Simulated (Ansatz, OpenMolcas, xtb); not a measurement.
## A ladder of methods for NClO (nitrosyl chloride)

The species is NClO (3 atoms), meant as a singlet with charge 0. As SMILES, `O=NCl`. The shape is that of a PBE0-D4/def2-TZVP optimisation.

```xyz
3

O     1.0001   -0.3383    0.5139
N     0.0520   -0.5996   -0.0358
Cl   -1.0521    0.9379   -0.4780
```

Quantity: the atomisation enthalpy at 298 K, in kJ/mol. The values are calculated. The thermal term (zero-point and 298 K enthalpy, harmonic and unscaled) is that of PBE0-D4/def2-TZVP; the spin-orbit lowering of the free atoms at 298 K, 3.8 kJ/mol by their spectra, is taken off.

**The experiment to reproduce.** Active Thermochemical Tables gives the atomisation enthalpy at 298 K of the gas as 790 kJ/mol.

| level | kind | program | value (kJ/mol) | computed − measured | CPU time (all runs) |
| --- | --- | --- | --- | --- | --- |
| GFN2-xTB | semi-empirical | xtb | 1460 | +670 | under 2 s |
| HF/cc-pVTZ | Hartree–Fock | OpenMolcas | 174 | -616 | 9.5 s |
| SVWN5/cc-pVTZ | LDA | OpenMolcas | 1099 | +309 | 38 s |
| PBE/cc-pVTZ | GGA | OpenMolcas | 924 | +134 | 56 s |
| M06-L/cc-pVTZ | meta-GGA | OpenMolcas | 818 | +28 | 68 s |
| B3LYP/cc-pVTZ | global hybrid | OpenMolcas | 794 | +4 | 52 s |
| CCSD(T)/cc-pVTZ, open shells restricted | coupled cluster or CI | OpenMolcas | 728 | -62 | 98 s |

Nearest: B3LYP/cc-pVTZ (+4 kJ/mol); farthest: GFN2-xTB (+670 kJ/mol). Computed less measured by kind, in kJ/mol (cc-pVTZ rows): semi-empirical +670; Hartree–Fock -616; LDA +309; GGA +134; meta-GGA +28; global hybrid +4; coupled cluster or CI -62. In a finite basis correlated wave-function methods underbind, so their errors here aren't those of the basis-set limit. The xTB rows lack spin polarisation, so open shells miss the exchange term that lowers them. CPU times are rough (shared hosts, several kinds of processor): they show what a rung costs within a factor of a few.
